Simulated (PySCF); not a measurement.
NMR data simulated for an unnamed compound:

¹H NMR (400 MHz, computed): δ 2.24 (t, J = 7.4 Hz, 2H), 1.61 (sext, J = 7.6 Hz, 2H), 1.24 (t, J = 7.7 Hz, 3H).

¹³C{¹H} NMR (computed): δ 124.0 (C), 24.2 (CH2), 19.7 (CH2), 15.4 (CH3).

- spin–spin couplings from B3LYP/pcJ-1 (spin–dipole term only in couplings to heteroatoms)
- GFN2-xTB geometry
- NMR shieldings at PBE0/pcSseg-1/GIAO
- code: PySCF 2.14
- no solvent model, equivalent nuclei averaged, non-relativistic, single conformer

Referencing at the same level of theory: ¹H, ¹³C vs TMS.

Which of these does the molecule contain: a nitrile, a tert-butyl group, a methoxy group, a heteroaromatic ring, a CH3CH2 unit?

Answers


- A nitrile: yes (δC 124.0).
- A tert-butyl group: no.
- A methoxy group: no.
- A heteroaromatic ring: no.
- A CH3CH2 unit: yes (δC 15.4, 24.2; δH 1.24 (t), 1.61 (sext)).

The data belong to SMILES CCCC#N, C4H7N; they needn't prove each group on their own.

Carbon signals by region: 1 in the sp2 and nitrile region (100–160 ppm), 3 below 50 ppm.

Multiplet labels drop couplings under 1 Hz and merge nearly equal ones. Unscaled 3J(H,H) at this level run about 10 % above measured values. Shifts are as computed. Against solution values, carbons near 30 ppm lie about +3 ppm off and those near 130 ppm about +5 ppm. Of 1211 compounds with measured shifts, 218 miss one by over three times the rms of a fit or turn the order of signals round; such compounds aren't used in these exercises. Vicinal H,H couplings across rotating CH2–CH2 and CH–CH2 bonds are estimated from the computed gauche and anti values for equal rotamer populations, (2 J gauche + J anti)/3.
